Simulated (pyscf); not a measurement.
# Cl–Al(Cl)–Cl (SMILES [Cl][Al]([Cl])[Cl]), singlet

Gas-phase minimum from PySCF at ωB97X-D3(BJ)/def2-SVP, one conformer. 

```
Al
Cl 1 2.0735
Cl 1 2.0735 2 119.96
Cl 1 2.0736 2 120.00 3 179.88
```
Charge 0, spin multiplicity 1.

Properties at ωB97X-D3(BJ)/def2-SVP:

- Harmonic wavenumbers, unscaled = 148, 148, 207, 395, 652, 652 cm⁻¹
- Zero-point energy = 3.1 kcal/mol
- Rotational symmetry number = 6
- Entropy of this conformer at 298 K and 1 atm, rigid rotor and harmonic oscillator, modes under 100 cm⁻¹ raised to 100 = 312.4 J/(mol K)
- Dipole moment = 0.01 D

Single-point totals, which compare only within one level (frozen core for MP2 and CC):

```tsv
level	total energy (hartree)
ωB97X-D3(BJ)/def2-TZVP	-1623.33689
PBE/def2-TZVP	-1622.59214
r²SCAN/def2-TZVP	-1623.18234
B3LYP-D3(BJ)/def2-TZVP	-1623.36752
PBE0-D3(BJ)/def2-TZVP	-1622.73235
M06-2X/def2-TZVP	-1623.23637
ωB97M-D3(BJ)/def2-TZVP	-1623.49043
HF/def2-TZVPP	-1620.69334
MP2/def2-TZVPP	-1621.32049
CCSD/def2-TZVPP	-1621.36859
CCSD(T)/def2-TZVPP	-1621.39729
```

The CCSD(T) − MP2 part came from Ansatz, without density fitting, on the same reference.
